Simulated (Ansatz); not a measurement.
# Gallium, alpha-Ga (Cmce): HSE06 at the PBE geometry

Aim: see what exact exchange does to the levels, and what it costs. Spin polarisation is left out. The geometry was relaxed under PBE beforehand and is kept. Exact exchange is dear, so the k-mesh is coarse, and PBE is run on the same mesh for comparison.

Computed with Ansatz 0.2.0 (DFT, plane waves (420 eV) with PBE-made PAW files, scalar-relativistic; functionals as named at each step, unless a step says otherwise).

### Step 1. The starting structure

Symmetry: Cmce, No. 64, orthorhombic system. Conventional cell: a = 4.622 Å, b = 7.746 Å, c = 4.546 Å, α = 90.00°, β = 90.00°, γ = 90.00°. Ga (site symmetry m) is surrounded by 7 Ga at 2.53 to 2.84 Å.

Coordinates:

```cif
data_structure
_symmetry_space_group_name_H-M 'Cmce'
_symmetry_Int_Tables_number 64
_cell_length_a 4.6216
_cell_length_b 7.7458
_cell_length_c 4.5463
_cell_angle_alpha 90.000
_cell_angle_beta 90.000
_cell_angle_gamma 90.000
_cell_volume 162.75
loop_
_atom_site_label
_atom_site_type_symbol
_atom_site_symmetry_multiplicity
_atom_site_Wyckoff_symbol
_atom_site_fract_x
_atom_site_fract_y
_atom_site_fract_z
_atom_site_occupancy
Ga1 Ga 8 f 0.50000 0.65579 0.08395 1
```

### Step 2. PBE, coarse mesh

The run with PBE.

Input file input.yaml:

```yaml
crystal:
  lattice:
    - [2.3107965883, -3.8729245011, 0.0]
    - [2.3107965883, 3.8729245011, 0.0]
    - [0.0, 0.0, 4.5463106629]
  atoms:
    - { symbol: Ga, position: [0.8442122842, 0.1557877158, 0.0839450123] }
    - { symbol: Ga, position: [0.6557877158, 0.3442122842, 0.5839450123] }
    - { symbol: Ga, position: [0.1557877158, 0.8442122842, 0.9160549877] }
    - { symbol: Ga, position: [0.3442122842, 0.6557877158, 0.4160549877] }
hamiltonian:
  xc: pbe
  pseudopotentials:
    kind: paw
    azcp:
      Ga: "pseudopotentials/Ga.paw.azcp"
basis:
  ecutwfc: 420
  fft_grid_basis: typed
kpoints:
  mp_grid: { grid: [4, 4, 4], shift: [0, 0, 0] }
magnetization:
  spin_polarized: false
scf:
  occupations: { method: fermi_dirac, width: 0.1 }
```

What it wrote (excerpt; [...] marks lines left out):

```text
Warning: RAYON_NUM_THREADS=4 ignored (pool sized by the plan → 4); use --threads N
[...]
Pseudopotentials: kind: paw
Pseudopotential: Ga, paw, valence charge 13, recommended cutoff 420 eV (normal), <dir>
Functional definition: PBE
[...]
Crystal: 4 atoms, lattice volume = 81.375 Å³
Basis set: ecut = 420 eV, 1589 PW (Γ)
Bands: 30, of which v1, the nominal top of the filled ones, is band 26 counted from 1 (25 counted from 0)
Symmetry: 8 space group operations
Space group: Cmce (ITA 64), of the structure as read, at distance tolerance 4.3e-5 Å
k-points: 21 of 64
[...]
SCF iter   1: F=—  HF=-15132.197394 eV  |F-HF|=—  |Δ(HF+E_count)|=         —  Δρ=1.32e-3  dr2=1.50e-3  ethr=1.77e-3  ⟨swp⟩=5.6  Hψ=2295  notcnv=0
[...]
SCF iter   7: F=-15132.195648 eV  HF=-15132.195648 eV  |F-HF|=4.88e-8  |Δ(HF+E_count)|=   9.15e-8  Δρ=7.82e-6  dr2=4.14e-8  ethr=1.92e-10  ⟨swp⟩=2.9  Hψ=1487  notcnv=0
[...]
SCF converged after 7 iterations
Free energy (F): -15132.195648 eV
[...]
E sigma→0 (E₀):  -15132.180512 eV
Entropy (-TS):   -0.030272 eV (-7.568 meV/atom)
Fermi energy:    8.549629 eV
[...]
```

It took 0.75 s on 4 threads of an Arm CPU, shared host; peak memory 0.43 GiB.

### Step 3. HSE06, coarse mesh

The run with HSE06.

input.yaml: that of step 2 with these lines changed.

```diff
@@ -11,3 +11,3 @@
 hamiltonian:
-  xc: pbe
+  xc: hse06
   pseudopotentials:
```

What it wrote (excerpt; [...] marks lines left out):

```text
Warning: RAYON_NUM_THREADS=4 ignored (pool sized by the plan → 4); use --threads N
[...]
Pseudopotentials: kind: paw
Pseudopotential: Ga, paw, valence charge 13, recommended cutoff 420 eV (normal), <dir>
Functional definition: HSE06
[...]
Crystal: 4 atoms, lattice volume = 81.375 Å³
Basis set: ecut = 420 eV, 1589 PW (Γ)
Bands: 32, of which v1, the nominal top of the filled ones, is band 26 counted from 1 (25 counted from 0)
Symmetry: 8 space group operations
Space group: Cmce (ITA 64), of the structure as read, at distance tolerance 4.3e-5 Å
k-points: 21 of 64
[...]
SCF iter   1: F=—  HF=-15132.197310 eV  |F-HF|=—  |Δ(HF+E_count)|=         —  Δρ=1.27e-3  dr2=1.43e-3  ethr=1.77e-3  ⟨swp⟩=6.0  Hψ=2601  notcnv=0
[...]
Frozen-core exchange: fock
[...]
SCF 2 stopped early in 7 iterations: F = -15133.898020 eV  dr2 = 1.52e-5
hybrid outer 1: dexx = +2.506e-2 eV, tail = 1.09e-4 eV
[...]
Frozen-core exchange: fock
[...]
SCF iter   4: F=-15133.897917 eV  HF=-15133.897917 eV  |F-HF|=2.14e-8  |Δ(HF+E_count)|=   7.47e-8  Δρ=8.89e-6  dr2=5.23e-8  ethr=5.97e-10  ⟨swp⟩=3.0  Hψ=1397  notcnv=0
[...]
hybrid outer 2: dexx = +2.598e-6 eV, tail = 1.70e-7 eV, Δε = 6.28e-3 eV (about 3.28e-4 eV left of the loop's levels)
hybrid SCF converged: 2 outer / 11 inner (+10 warm-up), last move |dexx| = 2.60e-6 eV, tail = 1.70e-7 eV
Stability not checked: this state was not tested for a lower state beside it, because the functional holds exact exchange (a hybrid, or Hartree-Fock), whose exchange loop this test does not read (fock_operator; see scf.lower_state_search)
Free energy (F): -15133.897917 eV
Frozen-core exchange: fock
[...]
E sigma→0 (E₀):  -15133.884432 eV
Entropy (-TS):   -0.026969 eV (-6.742 meV/atom)
Fermi energy:    8.467936 eV
[...]
--- Band table (eV; the first three rows and the last of 21) ---
[...]
  guard bands above this table: 3 of the run's 32 bands. The solve was not asked for them (output.publish_guard_bands: true or output.eigenvalues: true publishes all)
```

Run time: 11 s. Hardware: 4 threads of an Arm CPU, shared host; peak memory 1.6 GiB.

### Step 4. Side by side

```csv
functional,gap on the mesh,Fermi energy (eV),SCF cycles,exchange loops,CPU time
PBE,none (levels filled in part),8.550,7,-,2.3 s
HSE06,none (levels filled in part),8.468,21,2,36 s
```

### Step 5. What came out

```
                         quantity                         value
                         PBE: gap  none (levels filled in part)
                       HSE06: gap  none (levels filled in part)
HSE06: SCF cycles, exchange loops                         21, 2
 HSE06: CPU time over that of PBE                            15
```

In words: Both PBE and HSE06 leave levels filled in part. The hybrid took 15 times as much CPU time as PBE on the same settings. HSE06 needed 2 outer loops of the exchange operator. The cell taken over is 4 % larger than the measured one (19.59 Å³/atom, COD). The total energies in the logs cannot be compared from one functional to another.
